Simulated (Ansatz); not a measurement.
System: fcc Au. Method: r²SCAN-D4 (PAW; Ansatz, an electronic-structure program).

Settings: plane-wave cutoff 500 eV, 30×30×30 k mesh, Fermi–Dirac smearing 0.1 eV, scalar-relativistic PAW data made under PBE.

Computed at the level's own relaxed cell.

**Question.** What does this level give for the volume per atom and equilibrium lattice constant a?

**Answer.** 
- volume per atom = 17.35 Å³/atom
- equilibrium lattice constant a = 4.109 Å

Measured, for comparison: equilibrium volume per atom 16.76 Å³/atom, lattice constant a 4.062 Å (static lattice: zero-point anharmonic expansion removed; as tabulated in Mejia-Rodriguez and Trickey (2018), arXiv:1807.09216). Computed (rounded) less measured: equilibrium volume per atom +3.5 %, lattice constant a +1.2 %.

Spin–orbit coupling is not included; it can shift volumes and moduli of such heavy elements.
